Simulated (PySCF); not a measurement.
Bonds broken one at a time in the series CF3-X. All species are isolated molecules in the gas phase. One relaxed conformer stands for each flexible species; it need not be the lowest. Strings in code marks are SMILES.

Calculation: PBE-D3(BJ)/def2-TZVP // B3LYP-D3(BJ)/def2-TZVP (PySCF). All candidates: neutral, multiplicity 2. 

```yaml
highest_occupied_spin_orbital: -4.78 eV
dipole_moment: 1.88 D
```

Q: Which member has these values?
(A) `F[C](F)[SiH3]`
(B) `C[C](F)F`
(C) `F[C](F)Br`
(D) `[SiH3]`

A: B, `C[C](F)F`. The others give `[SiH3]`: -5.33 eV, 0.03 D; `F[C](F)Br`: -5.71 eV, 0.18 D; `F[C](F)[SiH3]`: -4.70 eV, 1.26 D
